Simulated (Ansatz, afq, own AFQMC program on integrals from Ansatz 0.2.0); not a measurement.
Atomization energy of ZnCH4, singlet

```csv
atom,x (Å),y (Å),z (Å)
C,-0.1626,-0.4112,-0.5617
Zn,0.3066,0.6956,0.9676
H,0.6335,-1.1373,-0.7961
H,-1.0862,-0.9848,-0.3777
H,-0.3288,0.1966,-1.4666
H,0.6794,1.5771,2.1883
```

Connectivity, by distances: CH3–ZnH.

Atoms in their ground-state spins without spin–orbit coupling (mostly on UHF) minus the molecule (RHF), without zero-point energy. The geometry is a stationary point, not shown to be a minimum.

Basis def2-TZVP. Noble-gas cores (and the filled d shells of Ga–Kr and In–Xe) are frozen. AFQMC by an in-house program on the Cholesky factors that Ansatz 0.2.0 writes for its CCSD(T) run. The CISD trial takes its coefficients from CCSD amplitudes. Released means that phaseless walkers are propagated on without the constraint, phases kept. ± is one standard error of the sampling. The metal's outer-core s and p shells are frozen, which shifts wave-function levels against functionals. The errors of all members are added in quadrature.

No full CI on the walks' own integrals is used here. The released AFQMC energy serves as the reference, which it does only where one determinant dominates, the energy is flat over the last release times and near the phaseless one (40 meV or 2 meV an electron, half that with transition metals). On small molecules, where full CI could be run and the noise was under 10 meV, such values lay within 10 meV of it in 19 cases of 20, a flattering rate, since the rule was set on those same cases; what remains of the bias isn't in the error bar. Each member takes its own surest rung, up to full CI.

The best estimate is CCSD(T) at the basis-set limit (CBS: def2-TZVPP and def2-QZVPP, with their diffuse functions for anions and beside diffuse sets, CCSD(T) itself extrapolated) plus the step from CCSD(T) to AFQMC with the constraint released in def2-TZVP. Rows without CBS are in def2-TZVP; B2PLYP and the wave-function rows carry a basis error of their own. Core correlation and relativity beyond core potentials are missing, and ± holds the sampling alone.

Cautions: no relativity below Rb; outer-core shells of the metal frozen; ZnCH₄ (singlet): the released value is read at 1.50 1/Eh with a noise of 13 meV, more than in the cases checked (meV from the phaseless value at times in 1/Eh: -1 ± 6 at 0.24, -13 ± 8 at 0.51, 5 ± 8 at 0.99, -17 ± 13 at 1.50), released reference can be 30 meV off for metals; other spins of the molecule weren't checked.

Best estimate: 406.5 ± 0.3 kcal/mol.

```csv
level,atomization energy (kcal/mol),error against the best estimate (kcal/mol)
HF,304.4,-102.1 ± 0.3
MP2,393.4,-13.1 ± 0.3
CCSD,387.9,-18.6 ± 0.3
CCSD(T),391.5,-15.0 ± 0.3
ph-AFQMC/CISD,391.6 ± 0.2,-14.8 ± 0.4
released AFQMC,392.1 ± 0.3,-14.4
HF/CBS,306.5,-100.0 ± 0.3
MP2/CBS,408.2,1.7 ± 0.3
CCSD(T)/CBS,406.1,-0.4 ± 0.3
PBE,406.0,-0.5 ± 0.3
r2SCAN,409.1,2.6 ± 0.3
PBE0,404.0,-2.5 ± 0.3
B3LYP,401.0,-5.5 ± 0.3
wB97M-V,407.0,0.5 ± 0.3
B2PLYP,399.2,-7.3 ± 0.3
```

Correlation beyond CCSD(T) changes it by less than twice the noise. Going to the basis-set limit adds 14.6 kcal/mol at CCSD(T). The perturbative (T) step is worth +3.6 kcal/mol.

Best estimates are given only where the step beyond CCSD(T) is under 0.3 eV and no member's determinant is very poor (T1 over 0.05, or 0.07 for open shells, ⟨S²⟩ too high by 0.3, two states mixed), so the hardest cases are missing from such tables.

The functionals ran in a triple-zeta set and keep a basis error of their own, a few kJ/mol for each bond in atomization energies and more for double hybrids, so close places among them and the extrapolated levels can swap.

Each member of a difference takes its own highest rung, so a best estimate needn't equal the limit plus the step of one row. Released energies are given only where the last usable release times agree within the noise; a slower fall can still hide under it.
